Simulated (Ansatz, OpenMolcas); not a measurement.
BH3S (SMILES BS): methods side by side

BH3S: 5 atoms, total charge 0, spin state singlet. SMILES: `BS`. The coordinates come from a PBE0-D4/def2-TZVP relaxation.

Quantity: the vertical energy of the triplet above the singlet, in eV. The values are calculated.

```
                            level                    kind     program  value (eV)  less FCI/STO-3G  CPU time (all runs)
HF/STO-3G, open shells restricted            Hartree–Fock  OpenMolcas        5.19            -0.51                3.8 s
                    revPBE/STO-3G                     GGA      Ansatz        5.88            +0.18                3.4 s
                      PBE0/STO-3G           global hybrid  OpenMolcas        5.88            +0.18                 12 s
                   wB97M-V/STO-3G  range-separated hybrid      Ansatz        6.16            +0.46                 39 s
               CASSCF(2,2)/STO-3G          multireference  OpenMolcas        5.33            -0.37                3.2 s
                   BCCD(T)/STO-3G   coupled cluster or CI      Ansatz        5.69            -0.01                0.4 s
                   CCSD(T)/STO-3G   coupled cluster or CI      Ansatz        5.69            -0.01               0.31 s
                     CCSDT/STO-3G   coupled cluster or CI      Ansatz        5.70             0.00               0.77 s
                       FCI/STO-3G      exact in the basis      Ansatz        5.70             0.00                2.1 s
```

FCI/STO-3G is exact within its basis and frozen core, so for wave-function methods in that basis the difference is their error; functionals converge differently with the basis, so for them it is only a difference. The values span 5.19 to 6.16 eV. A triplet this far above the singlet is often a Rydberg-like or dissociative state; sets without diffuse functions put Rydberg states too high. All rows use very small basis sets, so none should be taken for the real molecule's value. In so small a basis fixed costs decide the times, and correlated methods can beat functionals. CPU times are rough (shared hosts, several kinds of processor and program).
